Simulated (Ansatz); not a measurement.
Reaction: C2H5O (SMILES O(C)[CH2], doublet) → C2H5O (SMILES [CH2]CO, doublet)
Each species at its own B3LYP-D3(BJ)/def2-TZVP minimum (Ansatz, an electronic-structure program), one conformer.

Wanted: isomerisation energy (electronic), in kcal/mol. Radicals and triplets start from unrestricted determinants; spin-orbit coupling is neglected. CBS(X,Y): correlation extrapolated as X^-3, Hartree-Fock from the larger set. A bracket is a step between two methods taken in the basis named. Functionals run without relativity, which enters their misses. Double hybrids freeze cores in their MP2 part. '+ core + X2C': CCSD(T) terms for core correlation (cc-pwCVTZ) and scalar relativity (cc-pVTZ-DK).

CCSD(T)/CBS(cc-pVTZ,cc-pVQZ) + [CCSDT(Q) - CCSD(T)]/cc-pVDZ + core + X2C (Ansatz) gives -5.4 kcal/mol.

Question: What does PBE/def2-TZVPD (Ansatz) give here, and how do the other levels compare?

Answer: PBE gives -3.3 kcal/mol, 2.1 kcal/mol above it. Differences of the others: r2SCAN/def2-TZVPD (Ansatz) 0.7; PBE0/def2-TZVPD (Ansatz) 0.8; wB97M-V/def2-TZVPD (Ansatz) 1.2; B2PLYP/def2-TZVPD (Ansatz) 1.7; CCSD(T)/CBS(cc-pVTZ,cc-pVQZ) + core + X2C (Ansatz) -0.1 kcal/mol. Nearer than PBE: r2SCAN/def2-TZVPD, PBE0/def2-TZVPD, wB97M-V/def2-TZVPD, B2PLYP/def2-TZVPD, CCSD(T)/CBS(cc-pVTZ,cc-pVQZ) + core + X2C.
